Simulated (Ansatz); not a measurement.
## BNH, doublet: from triple and quadruple zeta to the limit

```xyz
3

B     0.0000    0.0000    1.1532
N     0.0000    0.0000   -0.0803
H     0.0000    0.0000   -1.0729
```

Connectivity, by distances: B–NH.

Ansatz 0.2.0, UHF determinant, valence electrons correlated. Energies in eV.

```
       set  X  functions  Hartree–Fock  MP2 correlation  CCSD(T) correlation                                                                                                 time
def2-TZVPP  3         76    -2168.2792          -7.2571              -7.9222  6 s on 1 × NVIDIA H100 80GB HBM3 with 1 thread of AMD EPYC 7R13 Processor (Zen 3), on a shared host
def2-QZVPP  4        144    -2168.3814          -7.7762              -8.3918    6.5 s on 1 × NVIDIA H100 80GB HBM3 with 1 thread of AMD EPYC 7R13 Processor (Zen 3) (shared host)
```

Hartree–Fock is taken to follow E(X) = E∞ + A·exp(−7.88·√X), correlation E(X) = E∞ + B·X^−2.97.

Question: Work out the CCSD(T) energy at the limit, and how far the shortcut misses it that extrapolates MP2 and adds CCSD(T) minus MP2 from the smaller set.

Answer: Hartree–Fock: E∞ = E4 + 0.1377·(E4 − E3) = -2168.3955. Correlation: E∞ = E4 + 0.7407·(E4 − E3) = -8.7397 for CCSD(T) and -8.1608 for MP2. The limit is -2177.1351 eV, 0.362 eV below def2-QZVPP. The shortcut gives a correlation energy of -8.1608 + (-0.6651) = -8.8259, 86 meV lower than the direct value.
